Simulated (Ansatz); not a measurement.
**B2H2 (triplet): RPA-PBE over a scan of the distance B1–H3, 6-31G**

How well do these functionals follow the top wave-function level for B2H2 (triplet) over a scan of the distance B1–H3?

The runs use Ansatz 0.2.0, Gaussian basis; 6-31G, all electrons in the functionals, frozen cores in the correlation of double hybrids and RPA.

Plan: RPA-PBE, at 0.934 Å; 1.092 Å; 1.197 Å; 1.292 Å; 1.438 Å; 1.679 Å; 1.907 Å; 2.197 Å; 2.611 Å; 3.272 Å; 4.168 Å.

20 further runs of the same task are left out: 2 for a mislabelled method, 12 that didn't finish, 6 set aside as unsound or not needed.

### Step 1. What is computed

The geometry derives from a PBE0/def2-TZVP stationary point (not a proven minimum). One bond is set to the value named and the two fragments are kept rigid.

4 atoms, charge 0, spin multiplicity 3.

Atoms are counted from 1 here; the program's logs count them from 0.

Bond lengths: B1–B2 1.585 Å, B1–H3 1.197 Å, B1–H4 1.197 Å. Angles: B2–B1–H3 118.9°, B2–B1–H4 118.9°, H3–B1–H4 122.2°.

No dispersion term is added.

The geometry shown and the zero of energy belong to the point 1.197 Å. The yardstick, FCI, and other wave-function levels (R restricted, U unrestricted, valence and pair active spaces) come from earlier runs.

### Step 2. RPA-PBE, 0.934 Å

File in.yaml:

```yaml
crystal:
  periodic: [false, false, false]
  atoms:
    - {symbol: B, position_ang: [0.000000, 0.009814, 0.681045]}
    - {symbol: B, position_ang: [0.000000, 0.009814, -0.904037]}
    - {symbol: H, position_ang: [0.000000, 0.827528, 1.132375]}
    - {symbol: H, position_ang: [0.000000, -1.038054, 1.259407]}
basis:
  gaussian: {orbitals: 6-31G}
magnetization: {spin_polarized: true, initial_magnetization: 2}
hamiltonian: {xc: {name: PBE}}
correlation: {method: rpa, electrons: outside_noble_gas}
```

Launch:

```
> ansatz run in.yaml --threads 1 --pin off --events-out ev --progress --plain --max-ram 2393MiB
```

What it wrote:

```text
Functional definition: PBE
  name "PBE"
  cite "Perdew, Burke & Ernzerhof, Phys. Rev. Lett. 77, 3865 (1996) doi:10.1103/PhysRevLett.77.3865"
  parent pbe
  parameter kappa = 0.804
  parameter beta = 0.06672455060314922
  exchange = pbe_x(kappa = kappa, mu = beta*pi^2/3)
  correlation = pbe_c(beta = beta)
316 factors; integrals over basis functions are off by at most 2.6e-4 eV
mean field evaluation 1: about -1372.0356 eV, gradient 2.2e1 eV
mean field evaluation 2: about -1372.0190 eV, gradient 2.2e1 eV
mean field evaluation 4: about -1375.6757 eV, gradient 6.3e0 eV
mean field evaluation 8: about -1375.9906 eV, gradient 9.0e-2 eV
mean field evaluation 16: about -1375.9906 eV, gradient 3.4e-6 eV
mean field evaluation 32: about -1356.6053 eV, gradient 2.1e1 eV
mean field -1375.99064941 eV, -50.5667236857 hartree, gradient 3.4e-6 eV, S^2 2.002421; 1 other end points of the search recorded, 0 dependent functions left out
2 core orbitals not correlated: weight in the atoms' cores, before any rotation towards them, 1.000 or more for the frozen orbitals, at most 0.000 for the correlated occupied ones
reference -1368.95719428 eV, -50.3082489771 hartree; 5, 3 occupied and 15, 17 virtual orbitals, 316 factors
Total energy: -1373.75687555 eV, -50.4846340105 hartree
```

Run time: 0.39 s. Hardware: 1 thread of Intel Xeon 6975P-C, shared host.

From the report: ⟨S²⟩ of the determinant 2.002 (pure triplet: 2.00).

### Step 3. RPA-PBE, 1.092 Å

File in.yaml:

```yaml
crystal:
  periodic: [false, false, false]
  atoms:
    - {symbol: B, position_ang: [0.000000, 0.003916, 0.677789]}
    - {symbol: B, position_ang: [0.000000, 0.003916, -0.907293]}
    - {symbol: H, position_ang: [0.000000, 0.959958, 1.205469]}
    - {symbol: H, position_ang: [0.000000, -1.043952, 1.256151]}
basis:
  gaussian: {orbitals: 6-31G}
magnetization: {spin_polarized: true, initial_magnetization: 2}
hamiltonian: {xc: {name: PBE}}
correlation: {method: rpa, electrons: outside_noble_gas}
```

Same command.

What it wrote, cut to the lines that bear on the results:

```text
Functional definition: PBE
  name "PBE"
  cite "Perdew, Burke & Ernzerhof, Phys. Rev. Lett. 77, 3865 (1996) doi:10.1103/PhysRevLett.77.3865"
  parent pbe
[...]
316 factors; integrals over basis functions are off by at most 2.6e-4 eV
[...]
mean field -1377.21076605 eV, -50.6115621452 hartree, gradient 2.7e-6 eV, S^2 2.002744; 2 other end points of the search recorded, 0 dependent functions left out
2 core orbitals not correlated: weight in the atoms' cores, before any rotation towards them, 1.000 or more for the frozen orbitals, at most 0.000 for the correlated occupied ones
reference -1370.12760584 eV, -50.3512608089 hartree; 5, 3 occupied and 15, 17 virtual orbitals, 316 factors
Total energy: -1375.02104186 eV, -50.5310912656 hartree
```

It took 0.72 s on 1 thread of Intel Xeon 6975P-C, shared host.

From the report: ⟨S²⟩ of the determinant 2.003 (pure triplet: 2.00).

### Step 4. RPA-PBE, 1.197 Å

File in.yaml:

```yaml
crystal:
  periodic: [false, false, false]
  atoms:
    - {symbol: B, position_ang: [0.000000, 0.000000, 0.675628]}
    - {symbol: B, position_ang: [0.000000, 0.000000, -0.909454]}
    - {symbol: H, position_ang: [0.000000, 1.047868, 1.253990]}
    - {symbol: H, position_ang: [0.000000, -1.047868, 1.253990]}
basis:
  gaussian: {orbitals: 6-31G}
magnetization: {spin_polarized: true, initial_magnetization: 2}
hamiltonian: {xc: {name: PBE}}
correlation: {method: rpa, electrons: outside_noble_gas}
```

The command is unchanged.

What it wrote, cut to the lines that bear on the results:

```text
Functional definition: PBE
  name "PBE"
  cite "Perdew, Burke & Ernzerhof, Phys. Rev. Lett. 77, 3865 (1996) doi:10.1103/PhysRevLett.77.3865"
  parent pbe
[...]
316 factors; integrals over basis functions are off by at most 2.6e-4 eV
[...]
mean field -1377.39424320 eV, -50.6183048063 hartree, gradient 3.3e-6 eV, S^2 2.003059; 1 other end points of the search recorded, 0 dependent functions left out
2 core orbitals not correlated: weight in the atoms' cores, before any rotation towards them, 1.000 or more for the frozen orbitals, at most 0.000 for the correlated occupied ones
reference -1370.26200880 eV, -50.3562000263 hartree; 5, 3 occupied and 15, 17 virtual orbitals, 316 factors
Total energy: -1375.22036851 eV, -50.5384163847 hartree
```

It took 0.36 s on 1 thread of Intel Xeon 6975P-C, shared host.

From the report: ⟨S²⟩ of the determinant 2.003 (pure triplet: 2.00).

### Step 5. RPA-PBE, 1.292 Å

File in.yaml:

```yaml
crystal:
  periodic: [false, false, false]
  atoms:
    - {symbol: B, position_ang: [0.000000, -0.003551, 0.673668]}
    - {symbol: B, position_ang: [0.000000, -0.003551, -0.911414]}
    - {symbol: H, position_ang: [0.000000, 1.127591, 1.297993]}
    - {symbol: H, position_ang: [0.000000, -1.051419, 1.252030]}
basis:
  gaussian: {orbitals: 6-31G}
magnetization: {spin_polarized: true, initial_magnetization: 2}
hamiltonian: {xc: {name: PBE}}
correlation: {method: rpa, electrons: outside_noble_gas}
```

Launched as before.

What it wrote, cut to the lines that bear on the results:

```text
Functional definition: PBE
  name "PBE"
  cite "Perdew, Burke & Ernzerhof, Phys. Rev. Lett. 77, 3865 (1996) doi:10.1103/PhysRevLett.77.3865"
  parent pbe
[...]
316 factors; integrals over basis functions are off by at most 3.0e-4 eV
[...]
mean field -1377.32516569 eV, -50.6157662544 hartree, gradient 3.2e-6 eV, S^2 2.003446; 1 other end points of the search recorded, 0 dependent functions left out
2 core orbitals not correlated: weight in the atoms' cores, before any rotation towards them, 1.000 or more for the frozen orbitals, at most 0.000 for the correlated occupied ones
reference -1370.14073798 eV, -50.3517434059 hartree; 5, 3 occupied and 15, 17 virtual orbitals, 316 factors
Total energy: -1375.16127546 eV, -50.5362447555 hartree
```

It took 0.39 s on 1 thread of Intel Xeon 6975P-C, shared host.

From the report: ⟨S²⟩ of the determinant 2.003 (pure triplet: 2.00).

From 1.197 Å: +1.4 kcal/mol.

### Step 6. RPA-PBE, 1.438 Å

File in.yaml:

```yaml
crystal:
  periodic: [false, false, false]
  atoms:
    - {symbol: B, position_ang: [0.000000, -0.009001, 0.670660]}
    - {symbol: B, position_ang: [0.000000, -0.009001, -0.914422]}
    - {symbol: H, position_ang: [0.000000, 1.249964, 1.365535]}
    - {symbol: H, position_ang: [0.000000, -1.056869, 1.249022]}
basis:
  gaussian: {orbitals: 6-31G}
magnetization: {spin_polarized: true, initial_magnetization: 2}
hamiltonian: {xc: {name: PBE}}
correlation: {method: rpa, electrons: outside_noble_gas}
```

Launched as before.

What it wrote, cut to the lines that bear on the results:

```text
Functional definition: PBE
  name "PBE"
  cite "Perdew, Burke & Ernzerhof, Phys. Rev. Lett. 77, 3865 (1996) doi:10.1103/PhysRevLett.77.3865"
  parent pbe
[...]
316 factors; integrals over basis functions are off by at most 3.1e-4 eV
[...]
mean field -1376.97956186 eV, -50.6030655481 hartree, gradient 4.2e-6 eV, S^2 2.004327; 1 other end points of the search recorded, 0 dependent functions left out
2 core orbitals not correlated: weight in the atoms' cores, before any rotation towards them, 1.000 or more for the frozen orbitals, at most 0.000 for the correlated occupied ones
reference -1369.70354037 eV, -50.3356766901 hartree; 5, 3 occupied and 15, 17 virtual orbitals, 316 factors
Total energy: -1374.83002426 eV, -50.5240714984 hartree
```

Wall time 0.36 s (1 thread of Intel Xeon 6975P-C, shared host).

From the report: ⟨S²⟩ of the determinant 2.004 (pure triplet: 2.00).

From 1.197 Å: +9.0 kcal/mol.

### Step 7. RPA-PBE, 1.679 Å

File in.yaml:

```yaml
crystal:
  periodic: [false, false, false]
  atoms:
    - {symbol: B, position_ang: [0.000000, -0.017998, 0.665694]}
    - {symbol: B, position_ang: [0.000000, -0.017998, -0.919388]}
    - {symbol: H, position_ang: [0.000000, 1.451961, 1.477026]}
    - {symbol: H, position_ang: [0.000000, -1.065866, 1.244056]}
basis:
  gaussian: {orbitals: 6-31G}
magnetization: {spin_polarized: true, initial_magnetization: 2}
hamiltonian: {xc: {name: PBE}}
correlation: {method: rpa, electrons: outside_noble_gas}
```

The command is unchanged.

What it wrote, cut to the lines that bear on the results:

```text
Functional definition: PBE
  name "PBE"
  cite "Perdew, Burke & Ernzerhof, Phys. Rev. Lett. 77, 3865 (1996) doi:10.1103/PhysRevLett.77.3865"
  parent pbe
[...]
316 factors; integrals over basis functions are off by at most 2.6e-4 eV
[...]
mean field -1376.15673079 eV, -50.5728270640 hartree, gradient 1.3e-6 eV, S^2 2.007270; 1 other end points of the search recorded, 0 dependent functions left out
2 core orbitals not correlated: weight in the atoms' cores, before any rotation towards them, 1.000 or more for the frozen orbitals, at most 0.000 for the correlated occupied ones
reference -1368.70158490 eV, -50.2988555058 hartree; 5, 3 occupied and 15, 17 virtual orbitals, 316 factors
Total energy: -1374.04325107 eV, -50.4951581168 hartree
```

It took 0.45 s on 1 thread of Intel Xeon 6975P-C, shared host.

From the report: ⟨S²⟩ of the determinant 2.007 (pure triplet: 2.00).

From 1.197 Å: +27.1 kcal/mol.

### Step 8. RPA-PBE, 1.907 Å

File in.yaml:

```yaml
crystal:
  periodic: [false, false, false]
  atoms:
    - {symbol: B, position_ang: [0.000000, -0.026510, 0.660996]}
    - {symbol: B, position_ang: [0.000000, -0.026510, -0.924086]}
    - {symbol: H, position_ang: [0.000000, 1.643063, 1.582503]}
    - {symbol: H, position_ang: [0.000000, -1.074378, 1.239358]}
basis:
  gaussian: {orbitals: 6-31G}
magnetization: {spin_polarized: true, initial_magnetization: 2}
hamiltonian: {xc: {name: PBE}}
correlation: {method: rpa, electrons: outside_noble_gas}
```

Launched as before.

What it wrote, cut to the lines that bear on the results:

```text
Functional definition: PBE
  name "PBE"
  cite "Perdew, Burke & Ernzerhof, Phys. Rev. Lett. 77, 3865 (1996) doi:10.1103/PhysRevLett.77.3865"
  parent pbe
[...]
316 factors; integrals over basis functions are off by at most 2.6e-4 eV
[...]
mean field -1375.34864661 eV, -50.5431305180 hartree, gradient 4.0e-6 eV, S^2 2.015180; 1 other end points of the search recorded, 0 dependent functions left out
2 core orbitals not correlated: weight in the atoms' cores, before any rotation towards them, 1.000 or more for the frozen orbitals, at most 0.000 for the correlated occupied ones
reference -1367.69609683 eV, -50.2619045009 hartree; 5, 3 occupied and 15, 17 virtual orbitals, 316 factors
Total energy: -1373.28756555 eV, -50.4673871862 hartree
```

It took 0.42 s on 1 thread of Intel Xeon 6975P-C, shared host.

From the report: ⟨S²⟩ of the determinant 2.015 (pure triplet: 2.00).

From 1.197 Å: +44.6 kcal/mol.

### Step 9. RPA-PBE, 2.197 Å

File in.yaml:

```yaml
crystal:
  periodic: [false, false, false]
  atoms:
    - {symbol: B, position_ang: [0.000000, -0.037336, 0.655021]}
    - {symbol: B, position_ang: [0.000000, -0.037336, -0.930061]}
    - {symbol: H, position_ang: [0.000000, 1.886131, 1.716662]}
    - {symbol: H, position_ang: [0.000000, -1.085204, 1.233383]}
basis:
  gaussian: {orbitals: 6-31G}
magnetization: {spin_polarized: true, initial_magnetization: 2}
hamiltonian: {xc: {name: PBE}}
correlation: {method: rpa, electrons: outside_noble_gas}
```

The command is unchanged.

What it wrote, cut to the lines that bear on the results:

```text
Functional definition: PBE
  name "PBE"
  cite "Perdew, Burke & Ernzerhof, Phys. Rev. Lett. 77, 3865 (1996) doi:10.1103/PhysRevLett.77.3865"
  parent pbe
[...]
316 factors; integrals over basis functions are off by at most 2.6e-4 eV
[...]
mean field -1374.45172307 eV, -50.5101691860 hartree, gradient 5.5e-6 eV, S^2 2.092261; 6 other end points of the search recorded, 0 dependent functions left out
2 core orbitals not correlated: weight in the atoms' cores, before any rotation towards them, 1.000 or more for the frozen orbitals, at most 0.000 for the correlated occupied ones
reference -1366.63535187 eV, -50.2229228427 hartree; 5, 3 occupied and 15, 17 virtual orbitals, 316 factors
Total energy: -1372.45580341 eV, -50.4368204913 hartree
```

Wall time 0.92 s (1 thread of Intel Xeon 6975P-C, shared host).

From the report: ⟨S²⟩ of the determinant 2.092 (pure triplet: 2.00).

From 1.197 Å: +63.8 kcal/mol.

### Step 10. RPA-PBE, 2.611 Å

File in.yaml:

```yaml
crystal:
  periodic: [false, false, false]
  atoms:
    - {symbol: B, position_ang: [0.000000, -0.052792, 0.646490]}
    - {symbol: B, position_ang: [0.000000, -0.052792, -0.938592]}
    - {symbol: H, position_ang: [0.000000, 2.233131, 1.908186]}
    - {symbol: H, position_ang: [0.000000, -1.100660, 1.224852]}
basis:
  gaussian: {orbitals: 6-31G}
magnetization: {spin_polarized: true, initial_magnetization: 2}
hamiltonian: {xc: {name: PBE}}
correlation: {method: rpa, electrons: outside_noble_gas}
```

Same command.

What it wrote, cut to the lines that bear on the results:

```text
Functional definition: PBE
  name "PBE"
  cite "Perdew, Burke & Ernzerhof, Phys. Rev. Lett. 77, 3865 (1996) doi:10.1103/PhysRevLett.77.3865"
  parent pbe
[...]
316 factors; integrals over basis functions are off by at most 2.6e-4 eV
[...]
mean field -1373.69731577 eV, -50.4824452291 hartree, gradient 6.9e-6 eV, S^2 2.661372; 8 other end points of the search recorded, 0 dependent functions left out
2 core orbitals not correlated: weight in the atoms' cores, before any rotation towards them, 1.000 or more for the frozen orbitals, at most 0.000 for the correlated occupied ones
reference -1366.75962004 eV, -50.2274896134 hartree; 5, 3 occupied and 15, 17 virtual orbitals, 316 factors
Total energy: -1371.68092421 eV, -50.4083442061 hartree
```

Run time: 1.2 s. Hardware: 1 thread of Intel Xeon 6975P-C, shared host.

From the report: ⟨S²⟩ of the determinant 2.661 (pure triplet: 2.00). The determinant is far from a pure spin state, so its energy mixes those of several spin states (harmless only where they are near-degenerate, as at dissociation).

From 1.197 Å: +81.6 kcal/mol.

### Step 11. RPA-PBE, 3.272 Å

File in.yaml:

```yaml
crystal:
  periodic: [false, false, false]
  atoms:
    - {symbol: B, position_ang: [0.000000, -0.077468, 0.632870]}
    - {symbol: B, position_ang: [0.000000, -0.077468, -0.952212]}
    - {symbol: H, position_ang: [0.000000, 2.787158, 2.213977]}
    - {symbol: H, position_ang: [0.000000, -1.125336, 1.211232]}
basis:
  gaussian: {orbitals: 6-31G}
magnetization: {spin_polarized: true, initial_magnetization: 2}
hamiltonian: {xc: {name: PBE}}
correlation: {method: rpa, electrons: outside_noble_gas}
```

Launched as before.

What it wrote, cut to the lines that bear on the results:

```text
Functional definition: PBE
  name "PBE"
  cite "Perdew, Burke & Ernzerhof, Phys. Rev. Lett. 77, 3865 (1996) doi:10.1103/PhysRevLett.77.3865"
  parent pbe
[...]
316 factors; integrals over basis functions are off by at most 2.6e-4 eV
[...]
mean field -1373.39012875 eV, -50.4711563144 hartree, gradient 2.6e-6 eV, S^2 2.963950; 11 other end points of the search recorded, 0 dependent functions left out
2 core orbitals not correlated: weight in the atoms' cores, before any rotation towards them, 1.000 or more for the frozen orbitals, at most 0.000 for the correlated occupied ones
reference -1366.96382981 eV, -50.2349941842 hartree; 5, 3 occupied and 15, 17 virtual orbitals, 316 factors
Total energy: -1371.51359657 eV, -50.4021950285 hartree
```

Wall time 1.7 s (1 thread of Intel Xeon 6975P-C, shared host).

From the report: ⟨S²⟩ of the determinant 2.964 (pure triplet: 2.00). The determinant is far from a pure spin state, so its energy mixes those of several spin states (harmless only where they are near-degenerate, as at dissociation).

From 1.197 Å: +85.5 kcal/mol.

### Step 12. RPA-PBE, 4.168 Å

File in.yaml:

```yaml
crystal:
  periodic: [false, false, false]
  atoms:
    - {symbol: B, position_ang: [0.000000, -0.110918, 0.614408]}
    - {symbol: B, position_ang: [0.000000, -0.110918, -0.970674]}
    - {symbol: H, position_ang: [0.000000, 3.538154, 2.628483]}
    - {symbol: H, position_ang: [0.000000, -1.158786, 1.192770]}
basis:
  gaussian: {orbitals: 6-31G}
magnetization: {spin_polarized: true, initial_magnetization: 2}
hamiltonian: {xc: {name: PBE}}
correlation: {method: rpa, electrons: outside_noble_gas}
```

The command is unchanged.

What it wrote, cut to the lines that bear on the results:

```text
Functional definition: PBE
  name "PBE"
  cite "Perdew, Burke & Ernzerhof, Phys. Rev. Lett. 77, 3865 (1996) doi:10.1103/PhysRevLett.77.3865"
  parent pbe
[...]
316 factors; integrals over basis functions are off by at most 2.6e-4 eV
[...]
mean field -1373.33436384 eV, -50.4691069915 hartree, gradient 4.0e-6 eV, S^2 3.003106; 6 other end points of the search recorded, 0 dependent functions left out
2 core orbitals not correlated: weight in the atoms' cores, before any rotation towards them, 1.000 or more for the frozen orbitals, at most 0.000 for the correlated occupied ones
reference -1366.97897140 eV, -50.2355506275 hartree; 5, 3 occupied and 15, 17 virtual orbitals, 316 factors
Total energy: -1371.50523223 eV, -50.4018876448 hartree
```

Run time: 1.4 s. Hardware: 1 thread of Intel Xeon 6975P-C, shared host.

From the report: ⟨S²⟩ of the determinant 3.003 (pure triplet: 2.00). The determinant is far from a pure spin state, so its energy mixes those of several spin states (harmless only where they are near-degenerate, as at dissociation).

From 1.197 Å: +85.7 kcal/mol.

### Step 13. Against the wave-function levels

The yardstick is full CI for this spin, exact in this basis with these frozen cores. It comes from earlier runs at the same points. Energies in kcal/mol, counted from 1.197 Å; blanks weren't run or aren't comparable.

```
  level  0.934 Å  1.092 Å  1.197 Å  1.292 Å  1.438 Å  1.679 Å  1.907 Å  2.197 Å  2.611 Å  3.272 Å  4.168 Å
    FCI     33.0      4.3      0.0      1.6      9.4     27.6     44.6     62.0     76.8     83.9     85.0
RPA-PBE     33.7      4.6      0.0      1.4      9.0     27.1     44.6     63.8     81.6     85.5     85.7
```

Largest miss and mean time a point (FCI took 78 s a point; shared hosts):

```
  level  largest miss (kcal/mol)    where  time a point
RPA-PBE                     +4.9  2.611 Å        0.75 s
```

### Step 14. Outcome

| quantity | value |
| --- | --- |
| span of the FCI curve | 85.0 kcal/mol |
| largest miss, RPA-PBE | +4.9 kcal/mol (2.611 Å) |

**Reading.** RPA-PBE strays by up to 4.9 kcal/mol, at 2.611 Å. RPA-PBE clearly breaks the spin symmetry at some points (⟨S²⟩ up to 1.00 above the pure value), so energy there is bought with a mixed spin. Functionals and the yardstick converge differently with the basis, so part of each miss in 6-31G is the basis.
